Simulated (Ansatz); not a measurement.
# BCCl (triplet): from Hartree-Fock to the top rungs, cc-pVDZ

Aim: climb from Hartree-Fock through coupled cluster and multireference methods for BCCl (triplet) at one geometry and basis, and see what each rung misses.

Computed with Ansatz 0.2.0, Gaussian basis. Level: cc-pVDZ, core rule «outside noble gas», up to 7 orbitals frozen.

To be run: UHF; CCSD(T) on ROHF; CCSD(T) on UHF; BCCD(T) on ROHF; CISD; CCSDT(Q) on ROHF; CCSDT(Q) on UHF; CASSCF and MRCISD+Q, 12 electrons in 11 orbitals; CASSCF and NEVPT2, 12 electrons in 11 orbitals.

**1. The system**

The geometry is a PBE0/def2-TZVP stationary point (not a proven minimum).

3 atoms, charge 0, spin multiplicity 3.

Atoms are counted from 1 here; the program's logs count them from 0.

Bond lengths: C1–B2 1.456 Å, B2–Cl3 1.674 Å. Angles: C1–B2–Cl3 180.0°.

In the tables R marks a restricted open-shell determinant and U an unrestricted one; 'valence' is the active space of 12 electrons in 11 orbitals; correlation energies count from the lowest restricted Hartree-Fock solution.

**2. UHF**

The input, in.yaml:

```yaml
crystal:
  periodic: [false, false, false]
  atoms:
    - {symbol: C, position_ang: [0.000000, 0.000000, -1.528560]}
    - {symbol: B, position_ang: [0.000000, 0.000000, -0.072637]}
    - {symbol: Cl, position_ang: [0.000000, 0.000000, 1.601197]}
basis:
  gaussian: {orbitals: cc-pVDZ}
magnetization: {spin_polarized: true, initial_magnetization: 2}
hamiltonian: {xc: hf}
output: {orbitals: {seedname: orbitals}}
```

Run with:

```bash
$ ansatz run in.yaml --threads 1 --pin off --events-out ev --progress --plain --max-ram 2393MiB
```

The runs that follow: CCSD(T) on ROHF; CCSD(T) on UHF; BCCD(T) on ROHF; CISD; CCSDT(Q) on ROHF; CCSDT(Q) on UHF; CASSCF and MRCISD+Q, 12 electrons in 11 orbitals; CASSCF and NEVPT2, 12 electrons in 11 orbitals.

Before running them: what should the planned runs give, taken together? Wanted: correlation energy, UCCSDT(Q); RMP2 from UCCSDT(Q); UMP2 from UCCSDT(Q); RCCSD from UCCSDT(Q); RCCSD(T) from UCCSDT(Q); UCCSD(T) from UCCSDT(Q); RCCSDT(Q) from UCCSDT(Q); NEVPT2 valence from UCCSDT(Q); MRCISD+Q valence from UCCSDT(Q).

The runs gave:

| quantity | value |
| --- | --- |
| correlation energy, UCCSDT(Q) | -8.9238 eV |
| RMP2 from UCCSDT(Q) | +122.8 kJ/mol |
| UMP2 from UCCSDT(Q) | +123.5 kJ/mol |
| RCCSD from UCCSDT(Q) | +33.6 kJ/mol |
| RCCSD(T) from UCCSDT(Q) | +6.1 kJ/mol |
| UCCSD(T) from UCCSDT(Q) | +6.1 kJ/mol |
| RCCSDT(Q) from UCCSDT(Q) | +0.3 kJ/mol |
| NEVPT2 valence from UCCSDT(Q) | +117.0 kJ/mol |
| MRCISD+Q valence from UCCSDT(Q) | +3.3 kJ/mol |
| levels of the table within 1 kcal/mol (43 meV) | RCCSDT, UCCSDT, RCCSDT(Q), MRCISD+Q valence |
| T1 diagnostic | 0.020 |
| effectively unpaired electrons | 2.03 |

**Reading.** RCCSD(T) misses by +6.1 kJ/mol, 0.7 % of the correlation energy. One determinant dominates. Of the multireference levels listed MRCISD+Q valence comes nearest in total energy (+3.3 kJ/mol), which doesn't show that its space is the better one. These misses are within one basis, not against nature; the frozen cores of restricted and unrestricted runs differ, which can shift their rows.
